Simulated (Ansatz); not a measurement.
# CHSi (doublet): wave-function methods side by side at distance Si1–C2 = 1.356 Å, cc-pVDZ

Aim: climb from Hartree-Fock through coupled cluster and multireference methods for CHSi (doublet) at one geometry and basis, and see what each rung misses.

Program: Ansatz 0.2.0, Gaussian basis. Level of theory: cc-pVDZ, core rule «outside noble gas», up to 6 orbitals frozen. These are calculated values, not measurements.

To be run: UHF; CCSD(T) on ROHF; CCSD(T) on UHF; BCCD(T) on ROHF; CISD; CCSDT(Q) on ROHF; CCSDT(Q) on UHF; CASSCF and MRCISD+Q, 3 electrons in 3 orbitals; CASSCF and NEVPT2, 3 electrons in 3 orbitals; CASSCF and MRCISD+Q, 9 electrons in 9 orbitals; CASSCF and NEVPT2, 9 electrons in 9 orbitals.

26 further runs of the same task are left out: 6 for a known fault of the program, 3 for a mislabelled method, 12 that didn't finish, 5 set aside as unsound or not needed.

**1. What is computed**

The geometry derives from a PBE0/def2-TZVP stationary point (not a proven minimum). One bond is set to the value named and the two fragments are kept rigid.

3 atoms, charge 0, spin multiplicity 2.

Atoms are counted from 1 here; the program's logs count them from 0.

Bond lengths: Si1–C2 1.356 Å, C2–H3 1.079 Å. Angles: Si1–C2–H3 180.0°.

**2. UHF**

File in.yaml:

```yaml
crystal:
  periodic: [false, false, false]
  atoms:
    - {symbol: Si, position_ang: [0.000000, 0.000000, 1.263808]}
    - {symbol: C, position_ang: [0.000000, 0.000000, -0.092192]}
    - {symbol: H, position_ang: [0.000000, 0.000000, -1.171615]}
basis:
  gaussian: {orbitals: cc-pVDZ}
magnetization: {spin_polarized: true, initial_magnetization: 1}
hamiltonian: {xc: hf}
output: {orbitals: {seedname: orbitals}}
```

Started as:

```console
$ ansatz run in.yaml --threads 1 --pin off --events-out ev --progress --plain --max-ram 2393MiB
```

After this run come: CCSD(T) on ROHF; CCSD(T) on UHF; BCCD(T) on ROHF; CISD; CCSDT(Q) on ROHF; CCSDT(Q) on UHF; CASSCF and MRCISD+Q, 3 electrons in 3 orbitals; CASSCF and NEVPT2, 3 electrons in 3 orbitals; CASSCF and MRCISD+Q, 9 electrons in 9 orbitals; CASSCF and NEVPT2, 9 electrons in 9 orbitals.

Before running them: what should the planned runs give, taken together? Wanted: UCCSDT(Q) below the RHF energy; RMP2 from UCCSDT(Q); UMP2 from UCCSDT(Q); RCCSD from UCCSDT(Q); RCCSD(T) from UCCSDT(Q); UCCSD(T) from UCCSDT(Q); RCCSDT(Q) from UCCSDT(Q); NEVPT2 valence from UCCSDT(Q); MRCISD+Q valence from UCCSDT(Q).

The runs gave:

| quantity | value |
| --- | --- |
| UCCSDT(Q) below the RHF energy | -5.7518 eV |
| RMP2 from UCCSDT(Q) | +999.2 meV |
| UMP2 from UCCSDT(Q) | +1005.6 meV |
| RCCSD from UCCSDT(Q) | +216.3 meV |
| RCCSD(T) from UCCSDT(Q) | +40.3 meV |
| UCCSD(T) from UCCSDT(Q) | +40.1 meV |
| RCCSDT(Q) from UCCSDT(Q) | +0.7 meV |
| NEVPT2 valence from UCCSDT(Q) | +851.5 meV |
| MRCISD+Q valence from UCCSDT(Q) | +25.9 meV |
| levels within 1 kcal/mol (43 meV) | RCCSD(T), UCCSD(T), BCCD(T), RCCSDT, UCCSDT, RCCSDT(Q), MRCISD+Q valence |
| T1 diagnostic | 0.017 |
| effectively unpaired electrons | 1.04 |

What this shows: RCCSD(T) misses by +40.3 meV, 0.7 % of the correlation energy. One determinant dominates. Of the multireference levels listed MRCISD+Q valence comes nearest in total energy (+25.9 meV), which doesn't show that its space is the better one. These misses are within one basis, not against nature; the frozen cores of restricted and unrestricted runs differ, which can shift their rows.
